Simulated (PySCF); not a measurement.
Molecule: cyclohexene, C₆H₁₀.

Bonds (- single, = double, # triple, : aromatic): C1=C2, C2-C3, C3-C4, C4-C5, C5-C6, C6-C1. C1 carries H7; C2 carries H8; C3 carries H9, H10; C4 carries H11, H12; C5 carries H13, H14; C6 carries H15, H16.

Frames of a GFN2-xTB Langevin trajectory at 600 K; GIAO PBE0/pcSseg-1 shieldings in PySCF, gas phase, non-relativistic; equivalent atoms averaged within each frame.

Referencing at the same level of theory: 13C (186.93 ppm) and 1H (31.72 ppm) against TMS. The references are static minima.

**Question.** How do the shifts (ppm) fluctuate along the trajectory?

**Answer.** 
```csv
time (fs),C1/C2,C4/C5,C3/C6,H7/H8,H11/H12/H13/H14,H9/H10/H15/H16
optimised geometry,135.0,26.4,29.7,6.02,1.62,2.14
250,140.4,40.0,29.6,7.11,3.30,2.43
425,134.5,25.4,37.2,6.76,0.60,3.22
625,140.9,26.0,27.2,6.05,1.49,1.99
800,133.8,36.8,31.1,5.81,1.76,3.01
1000,141.5,33.5,32.5,6.08,2.60,2.81
mean of frames,138.2,32.3,31.5,6.36,1.95,2.69
standard deviation,3.7,6.5,3.8,0.55,1.04,0.49
```

5 frames give an uncertainty of the mean of about the standard deviation over 2.2 at best, since frames this close in time may not be independent; classical motion lacks zero-point vibration, and the reference would need the same averaging.
